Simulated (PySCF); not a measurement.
## CH6SSi: where a starting geometry ends

The starting geometry of this gas-phase singlet was optimised with GFN2-xTB; its bonds are those of `C[SiH2]S`.

```yaml
atoms:
  - { symbol: C, position_ang: [-0.3662, -0.0182, -1.0378] }
  - { symbol: S, position_ang: [-0.8487, -1.6482, 1.8052] }
  - { symbol: Si, position_ang: [0.3944, -0.2956, 0.6751] }
  - { symbol: H, position_ang: [-0.3893, -0.9359, -1.6212] }
  - { symbol: H, position_ang: [0.2102, 0.7118, -1.5978] }
  - { symbol: H, position_ang: [-1.3866, 0.3508, -0.9636] }
  - { symbol: H, position_ang: [0.3979, 0.9053, 1.4962] }
  - { symbol: H, position_ang: [1.7173, -0.9068, 0.5703] }
  - { symbol: H, position_ang: [-0.8828, -2.6180, 0.9030] }
```

Question: Predict what becomes of its bonds when it is optimised with BLYP-D3(BJ)/def2-SVP.

Answer: It keeps its bonds, and is `C[SiH2]S`.

The energy falls by 0.11 eV over 15 steps:

| step | E − E(last) (eV) |
| --- | --- |
| 1 | 0.113 |
| 3 | 0.002 |
| 4 | 0.001 |
| 6 | 0.000 |
| 7 | 0.000 |
| 9 | 0.000 |
| 10 | 0.000 |
| 12 | 0.000 |
| 13 | 0.000 |
| 15 | 0.000 |

Final geometry (Å):

```xyz
9

C    -0.3704    0.0074   -1.0488
S    -0.9191   -1.6446    1.8574
Si    0.3485   -0.3222    0.6713
H    -0.4368   -0.9320   -1.6344
H     0.2724    0.7171   -1.6105
H    -1.3883    0.4379   -0.9700
H     0.4052    0.9357    1.4835
H     1.7346   -0.8869    0.5423
H    -0.7846   -2.7093    1.0138
```

The end wasn't checked by frequencies. Run with PySCF 2.14.0, 55 s on 2 threads of Arm Neoverse V2, on a shared host.
